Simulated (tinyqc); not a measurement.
Starting guesses with plain Roothaan steps: SCF starting guesses in the sto-6g basis, for BH3, spin multiplicity 1. Computed by the program tinyqc with PySCF. 

Geometry (angstrom):
```
atom,x,y,z
B,0.0000,0.0000,0.0130
H,1.4860,0.0000,0.0000
H,-0.7430,1.2870,0.0000
H,-0.7430,-1.2870,0.0000
```

lowest restricted solution found by these runs and by PySCF = -26.188451 hartree

RHF with one setting changed at a time; a run stops when the energy changes by less than 1e-09 hartree and the error matrix is below 1e-5. Starts: the lowest orbitals of the core Hamiltonian, of the Wolfsberg-Helmholz matrix (K = 1.75), projected atomic densities, random orbitals, and the highest orbitals of the core Hamiltonian (a deliberately bad start).

Largest element of the error matrix X^T (FDS - SDF) X:
```
iteration,core,Wolfsberg-Helmholz,atomic densities,random,highest core orbitals
1,5.9e-01,4.3e-01,3.6e-01,6.5e+00,1.6e-01
2,2.5e-01,8.4e-02,1.3e-01,4.2e-01,6.7e-01
3,4.7e-02,2.1e-02,3.3e-02,8.0e-02,3.6e-01
4,8.0e-03,5.6e-03,7.5e-03,2.1e-02,7.8e-02
5,1.5e-03,1.3e-03,2.8e-03,1.1e-02,1.8e-02
6,2.3e-04,4.8e-04,7.7e-04,6.1e-03,2.9e-03
8,7.2e-06,4.7e-05,8.4e-05,1.9e-03,2.4e-04
10,-,4.8e-06,8.9e-06,6.0e-04,2.7e-05
14,-,-,-,6.0e-05,-
```

How each run ends:
```
run,iterations,E (hartree),state
core,9,-26.18845,lowest found
Wolfsberg-Helmholz,10,-26.18845,lowest found
atomic densities,11,-26.18845,lowest found
random,18,-26.18845,lowest found
highest core orbitals,12,-26.18845,lowest found
```

5 of 5 runs reach the lowest restricted solution found, in 9 to 18 iterations (fastest: core). The first errors are 6e-01, 4e-01, 4e-01, 6e+00, 2e-01; the deliberately bad start has the smallest one, so a small first error does not mark a good start.
